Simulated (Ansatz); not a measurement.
**C₃H₄N₂: how energies converge with the basis set**

How large a basis does C₃H₄N₂ need? Two functionals are run in growing sets.

Program: Ansatz 0.2.0, Gaussian basis. Level of theory: one geometry, several basis sets. These are calculated values, not measurements.

Plan: PBE0-D4/def2-SVP; ωB97M-V/def2-SVP; PBE0-D4/def2-QZVPP; ωB97M-V/def2-QZVPP; the functionals' def2-TZVPP values are taken from earlier runs.

## 1. Structure used throughout

The geometry comes from an earlier relaxation with PBE0-D4 in a triple-zeta def2 set; it is a stationary point, not always the lowest conformer.

SMILES `NC1=C=CN1`, 9 atoms, charge 0, spin multiplicity 1.

Atoms are counted from 1 here; the program's logs count them from 0.

Bond lengths: N1–C2 1.319 Å, N1–H6 1.005 Å, N1–H7 1.006 Å, C2–C3 1.439 Å, C2–N5 1.421 Å, C3–C4 1.370 Å, C4–N5 1.495 Å, C4–H8 1.088 Å, N5–H9 1.028 Å. Angles: C2–N1–H6 122.4°, C2–N1–H7 118.2°, H6–N1–H7 119.4°, N1–C2–C3 130.7°, N1–C2–N5 124.1°, C3–C2–N5 103.2°, C2–C3–C4 75.6°, C3–C4–N5 102.9°, C3–C4–H8 135.3°, N5–C4–H8 121.1°, C2–N5–C4 72.3°, C2–N5–H9 112.7°, C4–N5–H9 115.1°.

## 2. PBE0-D4 in def2-SVP

Input file in.yaml:

```yaml
crystal:
  periodic: [false, false, false]
  atoms:
    - {symbol: N, position_ang: [-0.879036, 1.037280, -0.598032]}
    - {symbol: C, position_ang: [0.054775, 0.116668, -0.454376]}
    - {symbol: C, position_ang: [0.133677, -1.227362, -0.963146]}
    - {symbol: C, position_ang: [0.717222, -1.295586, 0.274382]}
    - {symbol: N, position_ang: [1.038938, 0.133693, 0.570332]}
    - {symbol: H, position_ang: [-0.887262, 1.884547, -0.057789]}
    - {symbol: H, position_ang: [-1.595828, 0.883495, -1.287059]}
    - {symbol: H, position_ang: [0.831766, -2.066456, 1.034210]}
    - {symbol: H, position_ang: [0.674347, 0.487420, 1.464477]}
basis:
  gaussian: {orbitals: def2-SVP}
hamiltonian: {xc: pbe0, dispersion: d4}
output: {orbitals: {seedname: orbitals}}
```

On the command line:

```sh
> ansatz run in.yaml --threads 2 --pin off --events-out ev --progress --plain --max-ram 4352MiB
```

After this run come: ωB97M-V in def2-SVP; PBE0-D4 in def2-QZVPP; ωB97M-V in def2-QZVPP.

Q: Predict the results of all the runs planned. Wanted: PBE0-D4: double and triple zeta above quadruple; ωB97M-V: double and triple zeta above quadruple.

**Answer**, as computed:

```
                                       quantity          value
PBE0-D4: double and triple zeta above quadruple  7.30, 0.35 eV
ωB97M-V: double and triple zeta above quadruple  7.55, 0.32 eV
```

For PBE0-D4 the step from double to triple zeta gains 6.95 eV and the next only 0.35 eV. Total energies overstate the basis error of differences, where much of it tends to cancel. The LUMO of ωB97M-V is positive and keeps falling with the basis (1.67 to 1.09 eV): an unbound level that the basis holds in place.
